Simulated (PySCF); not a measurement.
Species: C2H2F2.
Geometry (PBE0-D3(BJ)/def2-SVP, Å), atoms numbered from 1 in this order:
```
atom  x, y, z in Å
C1    -0.6180   -0.1785   -0.3543
C2     0.5052    0.1333    0.2731
F3     1.3845    1.0052   -0.1545
F4     0.9015   -0.3810    1.4114
H5    -0.8571    0.3070   -1.2985
H6    -1.2908   -0.9169    0.0768
```

Level: B3LYP/def2-SVPD in PySCF, non-relativistic, on one gas-phase PBE0-D3(BJ)/def2-SVP geometry that isn't relaxed in the solvent. The solvent is an IEF-PCM continuum (Bondi radii, 1.10 Å for H, scaled by 1.2). Specific hydrogen bonds and non-electrostatic terms are outside this model.

Gas phase at B3LYP/def2-SVPD: HOMO -7.61 eV, LUMO 0.01 eV, dipole 1.28 D.

Task: What does the continuum do to the energy, the frontier levels and the dipole at B3LYP/def2-SVPD in chloroform and methanol?

Result: 
| solvent | ε | E(solvent) − E(gas) (kJ/mol) | polarisation term (kJ/mol) | distortion of the solute (kJ/mol) | HOMO (eV) | LUMO (eV) | dipole (D) |
| --- | --- | --- | --- | --- | --- | --- | --- |
| chloroform | 4.711 | -4.53 | -4.96 | 0.43 | -7.49 | 0.13 | 1.53 |
| methanol | 32.61 | -6.15 | -6.93 | 0.78 | -7.46 | 0.17 | 1.62 |

Polarisation term: ½ Σ q·V over the induced surface charges. Distortion: the rise of the solute's own energy as its density leaves the gas-phase optimum. From chloroform to methanol the lowering changes by a factor 1.36, Onsager's factor (ε − 1)/(2ε + 1) by 1.34 and ε itself by 6.9.

Task: Which radius a makes the point-dipole formula ΔE = −[(ε − 1)/(2ε + 1)]·μ²/a³ give the value in methanol, with the gas-phase dipole?

Result: μ = 0.504 au and |ΔE| = 0.00234 Eh give a = 1.97 Å; the farthest nucleus lies 1.72 Å from the centroid of the nuclei. The formula assumes a rigid point dipole at the centre of a sphere.

Task: Give the dipole vector in the frame of the coordinates (D, pointing from negative to positive charge), gas and methanol.

Result: Gas (-1.09, -0.30, -0.61), solvent (-1.37, -0.38, -0.77). Its length changes by +26 % and its direction by less than 1°.

Task: How does the static polarisability (B3LYP/def2-SVPD, frozen core, with the continuum's full static response) change?

Result: 
| medium | isotropic (au) | principal values (au) | ⟨r²⟩ of the electrons (bohr²) |
| --- | --- | --- | --- |
| gas | 28.0 | 21.0, 26.7, 36.2 | 227.8 |
| chloroform | 32.9 | 24.5, 30.9, 43.2 | 227.6 |
| methanol | 34.9 | 26.3, 32.7, 45.8 | 227.5 |

The isotropic value in methanol is 1.25 times the gas-phase one; no cavity-field correction is applied. ⟨r²⟩ is taken about the centre of nuclear charge.
